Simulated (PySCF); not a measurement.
Basis-set dependence of excited states

Compound: CH8BP.
SMILES: `C[BH2-][PH3+]`

TDDFT with PBE0 (PySCF), vertical singlets, core orbitals frozen in the response, spherical d and f functions. Geometry: PBE0-D3(BJ)/def2-SVP; no solvent, vibrations or thermal averaging.

Question: How do the low singlets change with the basis? Take 6-31G*, 6-31+G*, def2-SVP, def2-SVPD, aug-cc-pVDZ, def2-TZVP and def2-TZVPD.

Answer: 

```json
{"basis": "6-31G*", "functions": "62", "diffuse": "no", "S1 (eV)": "7.22", "S2 (eV)": "7.38", "S3 (eV)": "7.71", "S4 (eV)": "7.82", "S5 (eV)": "7.89", "LUMO (eV)": "0.70", "α (au)": "49.9"}
{"basis": "6-31+G*", "functions": "74", "diffuse": "yes", "S1 (eV)": "6.70", "S2 (eV)": "6.92", "S3 (eV)": "7.05", "S4 (eV)": "7.15", "S5 (eV)": "7.24", "LUMO (eV)": "-0.34", "α (au)": "55.3"}
{"basis": "def2-SVP", "functions": "86", "diffuse": "no", "S1 (eV)": "7.23", "S2 (eV)": "7.43", "S3 (eV)": "7.70", "S4 (eV)": "7.71", "S5 (eV)": "7.79", "LUMO (eV)": "0.64", "α (au)": "51.9"}
{"basis": "def2-SVPD", "functions": "128", "diffuse": "yes", "S1 (eV)": "6.99", "S2 (eV)": "7.12", "S3 (eV)": "7.19", "S4 (eV)": "7.27", "S5 (eV)": "7.53", "LUMO (eV)": "0.12", "α (au)": "60.4"}
{"basis": "aug-cc-pVDZ", "functions": "145", "diffuse": "yes", "S1 (eV)": "6.59", "S2 (eV)": "6.82", "S3 (eV)": "6.94", "S4 (eV)": "7.07", "S5 (eV)": "7.11", "LUMO (eV)": "-0.46", "α (au)": "61.5"}
{"basis": "def2-TZVP", "functions": "147", "diffuse": "no", "S1 (eV)": "7.01", "S2 (eV)": "7.17", "S3 (eV)": "7.39", "S4 (eV)": "7.42", "S5 (eV)": "7.50", "LUMO (eV)": "0.28", "α (au)": "57.8"}
{"basis": "def2-TZVPD", "functions": "189", "diffuse": "yes", "S1 (eV)": "6.81", "S2 (eV)": "6.95", "S3 (eV)": "7.00", "S4 (eV)": "7.09", "S5 (eV)": "7.28", "LUMO (eV)": "-0.19", "α (au)": "61.3"}
```

States are compared by their number. Against the largest diffuse basis here (def2-TZVPD, itself not a converged limit), sets without diffuse functions differ by up to 0.42 eV in S1 and 0.61 eV in S5; the smaller diffuse sets differ by up to 0.23 and 0.25 eV. State by state, the largest deviation of a set without diffuse functions is S1 0.42, S2 0.48, S3 0.71, S4 0.73, S5 0.61 eV. The same number needn't mean the same state in each row. Against def2-TZVPD the polarisability deviates by -19% in 6-31G*, -10% in 6-31+G*, -15% in def2-SVP, -2% in def2-SVPD, 0% in aug-cc-pVDZ, -6% in def2-TZVP. A single + in a Pople set puts diffuse functions on heavy atoms only.

Without π bonds the low states are Rydberg-like; a valence basis with one diffuse set may place them up to an eV too high.
